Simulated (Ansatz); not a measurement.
A trace of molecular dynamics of C₃H₄S (8 atoms, charge 0, multiplicity 1).

The calculation used Ansatz 0.2.0, RKS r2SCAN/STO-3G.

| Property | Result |
| --- | --- |
| ensemble | NVE (Milne-controlled integrator) |
| starting velocities drawn for | 200 K |
| seed | 948360 |

| time (fs) | T (K) | potential energy less start (eV) | conserved less start (meV/atom) |
| --- | --- | --- | --- |
| 0.0 | 200 | 0.000 | 0.00 |
| 12.5 | 19559 | 7.953 | 2870.94 |
| 25.0 | 7639 | 8.582 | 1793.94 |
| 37.5 | 2344605 | 30.835 | 231132.80 |
| 50.0 | 2613529 | 35.099 | 257736.65 |
| 62.5 | 22962179 | 42.367 | 2231344.95 |
| 75.0 | 24559336 | 40.586 | 2385958.64 |
| 87.5 | 6099146 | 41.679 | 596472.20 |
| 100.0 | 22956532 | 43.001 | 2230876.71 |
| 112.5 | 24564588 | 41.979 | 2386641.95 |
| 125.0 | 6097653 | 43.166 | 596513.36 |
| 137.5 | 22955656 | 44.998 | 2231041.47 |
| 150.0 | 24561915 | 43.679 | 2386595.31 |
| 162.5 | 6099842 | 41.977 | 596576.91 |
| 175.0 | 22955273 | 43.410 | 2230805.79 |
| 187.5 | 24566304 | 45.033 | 2387189.98 |
| 200.0 | 6096479 | 43.447 | 596434.59 |
| 212.5 | 22955602 | 42.000 | 2230661.39 |
| 225.0 | 24561305 | 42.734 | 2386418.04 |
| 237.5 | 6101164 | 42.490 | 596769.23 |
| 250.0 | 22957057 | 43.362 | 2230972.76 |
| 262.5 | 24561532 | 41.969 | 2386344.41 |
| 275.0 | 6097768 | 42.584 | 596451.72 |
| 287.5 | 22959417 | 41.842 | 2231011.57 |
| 300.0 | 24564633 | 42.873 | 2386758.06 |

Question: Can this run be trusted? Judge the integration.

Answer: The conserved energy changed by up to 3.2e+06 meV per atom, so the integration failed: the time step of 2.5 fs is too long for the fastest motions that this run met, and the later frames carry no physical meaning.

Run time: 11 min on 1 thread of Arm Neoverse V1, on a shared host, peak memory 0.09 GiB.
